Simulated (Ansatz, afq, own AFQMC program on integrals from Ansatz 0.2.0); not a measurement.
**BH₃O, singlet in cc-pVDZ along one coordinate**

```yaml
atoms:
  - { symbol: B, position_ang: [0.0000, 0.0591, 0.7405] }
  - { symbol: O, position_ang: [0.0000, -0.0998, -0.5978] }
  - { symbol: H, position_ang: [0.0000, 1.1582, 1.2267] }
  - { symbol: H, position_ang: [0.0000, -0.9374, 1.4021] }
  - { symbol: H, position_ang: [0.0000, 0.7297, -1.0823] }
```

The B1–O2 distance is changed with both sides rigid. Energies in kJ/mol count from this geometry (1.348 Å) at the same level; the start stands on RHF, each point on the determinant named.

Basis cc-pVDZ. Noble-gas cores (and the filled d shells of Ga–Kr and In–Xe) are frozen. Integrals, coupled cluster, full CI and functionals: Ansatz 0.2.0; the random walks run on the same integrals in our own AFQMC program. ph-AFQMC/CISD is guided by a CISD state made of CCSD amplitudes; releasing the constraint for a short imaginary time cuts its bias at the price of noise, slowly where states lie close. Error bars are statistical, one sigma.

Cautions, each for one point or more: CCSDT(Q) on the RHF determinant differs, by its state or its frozen core; cluster runs in doubt by the program's own checks; higher spins were not checked; raised T1 diagnostic; restricted determinant unstable towards unrestricted; strong correlation; the ph-AFQMC/CISD walk drifts between its halves; unrestricted determinant spin contaminated; walk and cluster series may follow different spin states.

```json
{"r(B1–O2) / Å": "1.092", "det.": "RHF", "T1": "0.011", "weight": "0.91", "⟨S²⟩": "pure", "CCSD": "269.2", "B2PLYP": "258.7", "CCSD(T)": "271.3"}
{"r(B1–O2) / Å": "1.675", "det.": "RHF", "T1": "0.024", "weight": "0.89", "⟨S²⟩": "pure", "CCSD": "123.0", "B2PLYP": "123.5", "CCSD(T)": "119.5"}
{"r(B1–O2) / Å": "2.172", "det.": "RHF", "T1": "0.034", "weight": "0.86", "⟨S²⟩": "pure", "CCSD": "405.9", "B2PLYP": "401.3", "CCSD(T)": "395.2"}
{"r(B1–O2) / Å": "2.914", "det.": "UHF‡¶", "T1": "0.028", "weight": "0.88", "⟨S²⟩": "0.96", "CCSD": "605.5", "B2PLYP": "623.4§", "CCSD(T)": "611.2"}
{"r(B1–O2) / Å": "4.566", "det.": "UHF¶", "T1": "0.007", "weight": "0.91", "⟨S²⟩": "1.01", "CCSD": "624.5", "B2PLYP": "653.3§", "CCSD(T)": "634.1"}
```

(1) Estimate the curve of phaseless AFQMC with a CISD trial, counted from the same start.

## Answers

(1) 
```tsv
r(B1–O2) / Å	det.	T1	weight	⟨S²⟩	ph-AFQMC/CISD	released AFQMC	CCSDT(Q)
1.092	RHF	0.011	0.91	pure	272.2 ± 1.5	274.0 ± 2.6	272.0
1.675	RHF	0.024	0.89	pure	119.9 ± 2.3	116.8 ± 3.8*	117.9
2.172	RHF	0.034	0.86	pure	394.5 ± 3.4	–	388.3
2.914	UHF‡¶	0.028	0.88	0.96	597.8 ± 1.8	–	592.0
4.566	UHF¶	0.007	0.91	1.01	637.0 ± 1.3	–	634.8
```

Weight is that of the determinant in the CISD state; at the start T1 is 0.016 and the weight 0.90. ¶ marks points with a poor determinant and no full CI, where no value is sure; they don't count among the departures. An asterisk marks released energies that aren't shown to be converged. A double dagger marks points where the walks on two determinants ended up to 15.3 kJ/mol apart; the lower is shown. A dash marks a missing value, a released energy that hasn't settled or a functional that sits on another state. § marks a functional whose ⟨S²⟩ is too high by over 0.1. Largest departures from phaseless AFQMC with a CISD trial: CCSD(T) -0.8 kJ/mol at 1.092 (on RHF) (within the noise), CCSDT(Q) -6.2 kJ/mol at 2.172 (on RHF) (within the noise), CCSD 11.4 kJ/mol at 2.172 (on RHF), B2PLYP -13.5 kJ/mol at 1.092. The walk's constraint bias lies outside its error bars, so these are departures and not errors. Functionals count only at points shown to share the start's state and spin. In this small basis the wave-function levels are far from their limit, so their gap to the functionals isn't the functionals' error.

CCSDT and higher add their correlation energy to the determinant of the CCSD(T) run, since their own runs factorise the integrals more tightly (a shift of under 2 meV). A walk keeps the symmetry of its determinant, which the program's search chose and which needn't be the lowest solution, so a lower state of the same spin and another symmetry isn't excluded.
